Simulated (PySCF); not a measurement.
**`CCCC#N`: 4 charge schemes on one density**

C₄H₇N.
Structure used (GFN2-xTB), in Å, numbered top down from 1:
```
atom  x, y, z in Å
C1    -1.2720   -0.4966   -0.3345
C2    -0.4172    0.3524    0.5981
C3     0.9513    0.6708   -0.0194
C4     1.7254   -0.5286   -0.2117
N5     2.3300   -1.4882   -0.3554
H6    -2.2289   -0.7214    0.1297
H7    -1.4588    0.0280   -1.2697
H8    -0.7703   -1.4350   -0.5610
H9    -0.2702   -0.1751    1.5432
H10   -0.9276    1.2938    0.8127
H11    1.5177    1.3422    0.6327
H12    0.8219    1.1570   -0.9908
```

Density: PBE0/pcSseg-1 (PySCF); schemes: Mulliken, IAO, Hirshfeld and ESP-fitted. Isolated species at its GFN2-xTB geometry (one conformer only).

Problem. At which atom do the 4 schemes differ most?

Solution. At C2: from -0.272 (Mulliken) to +0.263 e (ESP-fitted), 0.535 e apart.

Problem. Which atoms carry the highest charge in the Mulliken, IAO, Hirshfeld and ESP-fitted schemes?

Solution. The schemes don't all agree: Mulliken H11 (+0.171); IAO H11 (+0.179); Hirshfeld C4 (+0.088); ESP-fitted C4 (+0.413).

Problem. Tabulate the Mulliken, IAO, Hirshfeld and ESP-fitted charges.

Solution. In e:

```tsv
atom	environment	Mulliken	IAO	Hirshfeld	ESP-fitted
C1	methyl carbon	-0.287	-0.423	-0.116	-0.346
C2	chain CH2 carbon	-0.272	-0.240	-0.053	+0.263
C3	sp3 carbon next to a nitrile	-0.211	-0.298	-0.039	-0.350
C4	nitrile carbon	+0.045	+0.141	+0.088	+0.413
N5	nitrile nitrogen	-0.251	-0.256	-0.234	-0.492
H6	methyl hydrogen	+0.125	+0.149	+0.047	+0.082
H7	methyl hydrogen	+0.112	+0.138	+0.041	+0.087
H8	methyl hydrogen	+0.138	+0.150	+0.041	+0.105
H9	methylene hydrogen	+0.137	+0.145	+0.045	-0.009
H10	methylene hydrogen	+0.130	+0.142	+0.046	-0.016
H11	methylene hydrogen	+0.171	+0.179	+0.068	+0.124
H12	methylene hydrogen	+0.165	+0.173	+0.065	+0.139
```

Mean size of the charges over all atoms: IAO 0.203 e, ESP-fitted 0.202 e, Mulliken 0.170 e, Hirshfeld 0.074 e. Each set sums to the total charge, 0, to within 0.001 e. The ESP scheme fits charges at the nuclei, held to the total charge, to the electrostatic potential on points at 1.4 to 2.0 times the van der Waals radii.

Problem. How closely do the schemes follow one another over all atoms?

Solution. Correlation coefficient and root-mean-square difference: Mulliken with IAO 0.98, 0.056 e; Mulliken with Hirshfeld 0.85, 0.118 e; IAO with Hirshfeld 0.84, 0.151 e; Hirshfeld with ESP-fitted 0.79, 0.192 e; IAO with ESP-fitted 0.68, 0.194 e; Mulliken with ESP-fitted 0.57, 0.214 e.

Problem. How many electrons does the Hirshfeld scheme count on N5?

Solution. Z − q = 7 − (-0.234) = 7.234.

Problem. Sum the charges by element, for elements with more than one atom.

Solution. 
```
element  atoms  Mulliken     IAO  Hirshfeld  ESP-fitted
      C      4    -0.726  -0.819     -0.120      -0.020
      H      7    +0.978  +1.075     +0.354      +0.512
```
